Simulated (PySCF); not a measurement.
Delta-SCF ions had no search for a lower state. Excitations are Tamm–Dancoff values on a coarser integration grid. The basis has no diffuse functions, so Rydberg states are missing or too high.

Cartesian coordinates (Å):
```xyz
6

C     -0.3422    -0.0151    -0.0183
O      0.9762    -0.4999    -0.1466
H     -0.6222     0.2541     1.0305
H     -0.5593     0.8731    -0.6621
H     -1.0286    -0.8248    -0.3399
H      1.5761     0.2127     0.1364
```
Charge 0, multiplicity 1.

Q: What vertical ionisation energy (Delta-SCF), S1 excitation (TDA) and HOMO does PBE-D3(BJ)/def2-TZVP // PBE-D3(BJ)/def2-SVP run with PySCF give?

A: 
```
Property                                   Value
--------------------------------------  --------
vertical ionisation energy (Delta-SCF)  10.62 eV
S1 excitation (TDA)                      6.48 eV
HOMO                                    -6.19 eV
```
